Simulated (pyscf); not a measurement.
Structures and frequencies: ωB97X-D3(BJ)/def2-SVP in PySCF.

F–CH₂–Si(F)(F)–F + F–Si(F)(F)–F -> F–Si(F)(F)–Si(F)(F)–F + F–CH₂–F
Surface: singlet. Broken: C–Si, F–Si. Formed: Si–Si, C–F. Give ΔE‡ and ΔE from PBE/def2-TZVP, relative to the separated reactants.

ΔE‡ = 4.33 eV, ΔE = +1.84 eV. ωB97M-D3(BJ)/def2-TZVP gives 4.86 eV and +2.14 eV. Zero-point energy shifts the barrier by -0.02 eV. It is a four-centre exchange, with an imaginary mode of 274i cm⁻¹. On the product side the descent ends in a complex (not fully relaxed), 0.18 eV under the separated species and 3.02 eV under the saddle at ωB97X-D3(BJ)/def2-TZVP. At ωB97X-D3(BJ) the barrier from the zero used here is 4.75 eV. The same reactants have a lower exit, to •H₂C–F + F–Si•(F)–F + F–Si(F)(F)–F (no saddle counted: cutting one bond costs +4.14 eV at ωB97M-D3(BJ), against +4.86 eV here). This is the saddle that the search found; another between the same sides may lie lower.
